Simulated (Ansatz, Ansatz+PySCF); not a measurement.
```xyz
4

C     0.0000    0.0000   -0.5646
O     0.0000    0.0000    0.7271
H     0.0000   -1.0200   -1.2147
H     0.0000    1.0200   -1.2147
```

RHF-MP2 on singlet CH₂O was run in several spherical basis sets with Ansatz (development build ahead of 0.2.0). Frozen core: 2 orbitals.

Task: Rank the basis sets by the total energy that they give, lowest first, with the distance from the lowest.
A. cc-pVDZ
B. def2-SVP
C. 6-31G(d)
D. cc-pVTZ
E. def2-TZVP

Result: D (0.00 eV), E (0.05 eV), A (2.99 eV), C (3.83 eV), B (5.72 eV).

Totals follow the description of the cores as much as that of the bonds, so this order isn't one of quality for chemistry.
